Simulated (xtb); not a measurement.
HBe, doublet, geometry from GFN2-xTB of the parent state (such geometries of metal compounds can be far from the true shape); xtb with GFN1-xTB.

Here is a job for xtb.
```
$ xtb mol.xyz --gfn 1 --chrg 0 --uhf 1 --json

# file mol.xyz
2

Be    -0.00000000    -0.00000000    -0.27954677
H      0.00000000     0.00000000     1.11818707
```

It wrote (shortened):

```
   ID    Z sym.   atoms
    1    4 Be     1
    2    1 H      2

           -------------------------------------------------
          |                Calculation Setup                |
           -------------------------------------------------

           -------------------------------------------------
          |                 G F N 1 - x T B                 |
           -------------------------------------------------

          ...................................................
          :                      SETUP                      :
          :.................................................:
          :  # basis functions                   6          :
          :  # atomic orbitals                   6          :
          :  # shells                            4          :
          :  # electrons                         3          :
          :  # halogen bonds                     0          :
          :  max. iterations                   250          :
          :  Hamiltonian                  GFN1-xTB          :
          :  restarted?                      false          :
          :  GBSA solvation                  false          :
          :  PC potential                    false          :
          :  electronic temp.          300.0000000     K    :
          :  accuracy                    1.0000000          :
          :  -> integral cutoff          0.2500000E+02      :
          :  -> integral neglect         0.1000000E-07      :
          :  -> SCF convergence          0.1000000E-05 Eh   :
          :  -> wf. convergence          0.2000000E-04 e    :
          :  Broyden damping             0.4000000          :
          :  net charge                          0          :
          :  unpaired electrons                  1          :
          ...................................................

 iter      E             dE          RMSdq      gap      omega  full diag
   1     -1.2337963 -0.123380E+01  0.657E+00    2.45       0.0  T
   2     -1.2338326 -0.362958E-04  0.391E+00    2.45       1.0  T
   3     -1.2338338 -0.120618E-05  0.504E-02    2.45       1.4  T
   4     -1.2338358 -0.192409E-05  0.151E-03    2.45      46.9  T
   5     -1.2338358 -0.587965E-09  0.117E-04    2.45     605.2  T
   6     -1.2338358 -0.742073E-12  0.153E-06    2.45   46362.4  T

   *** convergence criteria satisfied after 6 iterations ***

         :::::::::::::::::::::::::::::::::::::::::::::::::::::
         ::                     SUMMARY                     ::
         :::::::::::::::::::::::::::::::::::::::::::::::::::::
         :: total energy              -1.229413647155 Eh    ::
         :: gradient norm              0.030648349919 Eh/a0 ::
         :: HOMO-LUMO gap              2.452180876954 eV    ::
         ::.................................................::
         :: SCC energy                -1.233835764320 Eh    ::
         :: -> electrostatic           0.004435958215 Eh    ::
         :: repulsion energy           0.004552230630 Eh    ::
         :: dispersion energy         -0.000130113464 Eh    ::
         :: halogen bond corr.         0.000000000000 Eh    ::
         :: add. restraining           0.000000000000 Eh    ::
         :: total charge              -0.000000000000 e     ::
         :::::::::::::::::::::::::::::::::::::::::::::::::::::

           -------------------------------------------------
          |                Property Printout                |
           -------------------------------------------------

    * Orbital Energies and Occupations

         #    Occupation            Energy/Eh            Energy/eV
      -------------------------------------------------------------
         1        2.0000           -0.4375791             -11.9071
         2        1.0000           -0.3017600              -8.2113 (HOMO)
         3                         -0.2116440              -5.7591 (LUMO)
         4                         -0.2116440              -5.7591
         5                         -0.0077931              -0.2121
         6                          0.3598651               9.7924
      -------------------------------------------------------------
                  HL-Gap            0.0901160 Eh            2.4522 eV
             Fermi-level           -0.3131858 Eh           -8.5222 eV

  Mulliken/CM5 charges         n(s)   n(p)   n(d)
     1Be    0.19793  0.22023   1.164  0.638  0.000
     2H    -0.19793 -0.22023   1.198  0.000  0.000

Wiberg/Mayer (AO) data.
largest (>0.10) Wiberg bond orders for each atom

 ---------------------------------------------------------------------------
     #   Z sym  total        # sym  WBO       # sym  WBO       # sym  WBO
 ---------------------------------------------------------------------------
     1   4 Be   1.001 --     2 H    1.001
     2   1 H    1.001 --     1 Be   1.001
 ---------------------------------------------------------------------------

Topologies differ in total number of bonds
Writing topology from bond orders to xtbtopo.mol

 dipole moment from electron density (au)
     X       Y       Z
   0.0000  -0.0000  -0.5159  total (Debye):    1.311

           -------------------------------------------------
          | TOTAL ENERGY               -1.229413647155 Eh   |
          | GRADIENT NORM               0.030648349919 Eh/α |
          | HOMO-LUMO GAP               2.452180876954 eV   |
           -------------------------------------------------

normal termination of xtb
```
